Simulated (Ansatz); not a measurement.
Basis-set extrapolation for C$_{3}$H$_{10}$Si (`CC[SiH2]C`) (PBE0-D4/def2-TZVP geometry, frozen core, Ansatz). Multiplicity 1, RHF reference.

```json
{"": "HF", "def2-TZVPP": "-408.428006", "def2-QZVPP": "-408.442937"}
{"": "MP2 correlation", "def2-TZVPP": "-0.668167", "def2-QZVPP": "-0.710724"}
{"": "CCSD(T) correlation", "def2-TZVPP": "-0.753404", "def2-QZVPP": "not run"}
```

Energies in hartree. Use E(X) = E(∞) + A·exp(−7.88·√X) for Hartree–Fock and E(X) = E(∞) + B·X^(−2.97) for correlation, with X = 3 and 4, and add CCSD(T) minus MP2 of the smaller set to the MP2 limit.

Task: What is the CCSD(T) energy at the basis-set limit?

Result: HF limit: -408.442937 + (-0.014931) × 0.13774 = -408.44499. MP2 limit: -0.710724 + (-0.042557) × 0.74074 = -0.74225. Higher-order term: -0.753404 − (-0.668167) = -0.08524. Total: -409.27248 hartree, 2.48 eV below CCSD(T)/def2-TZVPP.
